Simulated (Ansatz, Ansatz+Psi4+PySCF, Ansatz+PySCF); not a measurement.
```xyz
6

C     0.0000    0.0000   -0.2675
C     0.0000    0.0000   -1.5397
H     0.0000    0.0000   -2.6019
C     0.0000    0.0000    1.0995
H     0.0000   -0.9300    1.6548
H     0.0000    0.9300    1.6548
```

Basis set: cc-pVTZ (spherical functions). Left uncorrelated: 3 orbitals. Correlation on ROHF uses semicanonical orbitals with singles. Charge 0, multiplicity 2.

Computed with Ansatz (development build ahead of 0.2.0); each method stands on the lowest determinant of its kind that the runs found.

The atomization energy at this shape (free ground-state atoms in the same class of orbitals less the molecule, no zero-point energy) of doublet C3H3:

```csv
method,atomization energy
ROHF-CCSD(T),25.43 eV
UHF-MP2,25.42 eV
```

(1) What does ROHF-MP2 give?

## Answers

(1) 26.07 eV. Caution for ROHF-CCSD(T), ROHF-MP2: an unrestricted determinant lies well below. Caution for ROHF-MP2, UHF-MP2: forces differ strongly between restricted and unrestricted references. Caution for UHF-MP2: the unrestricted determinant is spin contaminated.
